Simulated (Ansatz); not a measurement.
# Down a group: vertical ionisation energies of HBF, HBCl

Ansatz 0.2.0, basis cc-pVDZ; geometries are PBE0/def2-TZVP minima. Wave-function levels freeze the cores; HF, MP2 and coupled cluster are restricted for singlets and unrestricted otherwise. The reference is CCSDT(Q) or CCSDTQ (coupled cluster only where its series has nearly closed). An error is the level's value less the reference. None of these values is a measured one. Energies are electronic, without zero-point terms. The set is small: such energies can lie up to about 0.3 eV from the limit, spin gaps mostly less, so near ties and functionals' places can change in larger sets. No spin–orbit coupling and no scalar relativity. The species are chosen: bound, without strong static correlation by their natural occupations or amplitudes, in their lowest spin state as far as vertical gaps and like structures tell, with only the lowest ion state computed, and with a ladder that closes on the reference, so errors are smaller than for species at large; levels whose determinant breaks symmetry or spin markedly are left out.

| species | bonds (Å) | quantity | symmetry of the states | reference | value (eV) | error HF | error MP2 | error CCSD | error CCSD(T) | error CCSDT |
| --- | --- | --- | --- | --- | --- | --- | --- | --- | --- | --- |
| HBF, doublet | B–F 1.301, B–H 1.206, angle at B 121° | vertical ionisation to the singlet | A' / A' | CCSDT(Q) | 8.898 | 0.167 | -0.025 | 0.061 | 0.007 | 0.005 |
| HBCl, doublet | B–Cl 1.710, B–H 1.193, angle at B 124° | vertical ionisation to the singlet | A' / A' | CCSDTQ | 8.402 | 0.200 | 0.059 | 0.096 | 0.010 | 0.003 |

The reference falls from F to Cl, by 0.496 eV in all.
